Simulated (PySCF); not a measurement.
## Nuclear quadrupole coupling in `C=NNC`

Species: C₂H₆N₂.
Z-matrix (Å and degrees, GFN2-xTB geometry), rows numbered from 1:
```
C 
N   1  1.2652
N   2  1.3319  1  123.50
C   3  1.4481  2  123.81  1    14.10
H   1  1.0759  2  116.43  3   176.33
H   1  1.0880  2  126.15  3    -3.14
H   3  1.0096  2  111.27  1   160.34
H   4  1.0917  3  109.48  2   -66.47
H   4  1.0972  3  112.15  2    54.21
H   4  1.0864  3  108.48  2   174.95
```

Field gradients from the PBE0/pcSseg-1 density (PySCF, non-relativistic), principal values in atomic units, ordered |Vxx| ≤ |Vyy| ≤ |Vzz|:

```csv
atom,Vxx,Vyy,Vzz
N2,0.6005,0.7430,-1.3436
N3,0.4258,0.8661,-1.2919
```

Task: Find the asymmetry η = (Vxx − Vyy)/Vzz and the couplings χ = eQV/h (234.96 MHz × Q in barn × V in au), with Q(14N) = 0.02044 b.

Result: 
```tsv
atom	environment	nucleus	η	χzz (MHz)	χxx (MHz)	χyy (MHz)
N2	C=N nitrogen	14N	0.11	-6.45	2.88	3.57
N3	nitrogen bonded to C, N and H	14N	0.34	-6.20	2.04	4.16
```

Task: What is Vzz at N2 in SI units (1 au = 9.71736 × 10²¹ V/m²)?

Result: -1.3436 au = -13.056 × 10²¹ V/m².

Task: And the gradient at the other heavy atoms, for which no coupling is worked out here?

Result: 
```csv
atom,environment,Vzz (au),η
C1,C=N carbon,0.140,0.72
C4,N-methyl carbon,0.241,0.08
```

Task: What couplings would deuterons (Q(2H) = 0.00286 b) have in place of the hydrogens, at this geometry?

Result: 
```json
{"atom": "H5", "bonded to": "C1", "bond length (Å)": "1.076", "Vzz (au)": "0.3375", "η": "0.08", "χzz (kHz)": "227"}
{"atom": "H6", "bonded to": "C1", "bond length (Å)": "1.088", "Vzz (au)": "0.3148", "η": "0.10", "χzz (kHz)": "212"}
{"atom": "H7", "bonded to": "N3", "bond length (Å)": "1.010", "Vzz (au)": "0.4014", "η": "0.21", "χzz (kHz)": "270"}
{"atom": "H8", "bonded to": "C4", "bond length (Å)": "1.092", "Vzz (au)": "0.3014", "η": "0.05", "χzz (kHz)": "203"}
{"atom": "H9", "bonded to": "C4", "bond length (Å)": "1.097", "Vzz (au)": "0.2920", "η": "0.05", "χzz (kHz)": "196"}
{"atom": "H10", "bonded to": "C4", "bond length (Å)": "1.086", "Vzz (au)": "0.3122", "η": "0.06", "χzz (kHz)": "210"}
```

The structure is a single GFN2-xTB conformer in the gas phase; no vibrational or solvent corrections. GFN2-xTB bond lengths can be off by several hundredths of an ångström, more for odd bonds, and the gradients follow them. The basis is small and wasn't made for field gradients, so the couplings can be 20 % off.
